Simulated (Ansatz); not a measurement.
Geometry optimisation, Ansatz, RKS PBE-D4/def2-SVPD.

Input:

```yaml
crystal:
  periodic: [false, false, false]
  atoms:
    - { symbol: C, position_ang: [-1.399, 0.10745, -0.23656] }
    - { symbol: C, position_ang: [-0.04858, 0.82286, -0.21178] }
    - { symbol: "N", position_ang: [0.9613, 0.19324, 0.62175] }
    - { symbol: "N", position_ang: [1.25177, -1.15841, 0.13614] }
    - { symbol: H, position_ang: [-1.84091, 0.09872, 0.75812] }
    - { symbol: H, position_ang: [-2.08129, 0.61047, -0.91671] }
    - { symbol: H, position_ang: [-1.26283, -0.92028, -0.56383] }
    - { symbol: H, position_ang: [0.3594, 0.88031, -1.22595] }
    - { symbol: H, position_ang: [-0.16495, 1.84196, 0.16676] }
    - { symbol: H, position_ang: [0.57208, 0.05631, 1.55532] }
    - { symbol: H, position_ang: [0.59335, -1.32291, -0.62566] }
    - { symbol: H, position_ang: [0.9767, -1.7831, 0.8924] }
basis:
  gaussian: { orbitals: def2-SVPD }
hamiltonian:
  xc: pbe
  dispersion: d4
relax:
  f_tol: 0.015
  max_steps: 40
```

Launched with:

```bash
$ ansatz run input.yaml --threads 2 --pin off --max-ram 3072MiB --backend cpu --events-out ev --progress --plain --runs-dir out
```

Where does it end, and by what steps?

The forces met the threshold. After 13 steps the energy has fallen by 0.512 eV; H11 moved furthest, 1.22 Å.

```tsv
step	energy less start (eV)	largest force component (eV/Å)	accepted
0	0.0000	0.638	yes
1	-0.1016	0.350	yes
2	-0.1134	0.217	yes
3	-0.1341	0.732	yes
4	-0.2332	0.547	yes
5	-0.3298	0.539	yes
6	-0.4130	0.458	yes
7	-0.4690	0.241	yes
8	-0.4865	0.518	yes
9	-0.4874	0.294	yes
10	-0.5059	0.099	yes
11	-0.5112	0.057	yes
12	-0.5116	0.024	yes
13	-0.5117	0.008	yes
```

```xyz
12
Properties=species:S:1:pos:R:3
C -1.490 0.243 -0.378
C -0.086 0.829 -0.184
N 0.823 0.040 0.643
N 1.076 -1.242 0.089
H -2.012 0.126 0.594
H -2.109 0.903 -1.016
H -1.439 -0.747 -0.871
H 0.406 0.961 -1.169
H -0.152 1.832 0.284
H 0.469 -0.017 1.608
H 0.411 -1.963 0.400
H 2.019 -1.539 0.351
```

Time of the run: 12 s on 2 threads of AMD EPYC 9R45 96-Core Processor (Zen 5), on a shared host, peak memory 0.18 GiB.
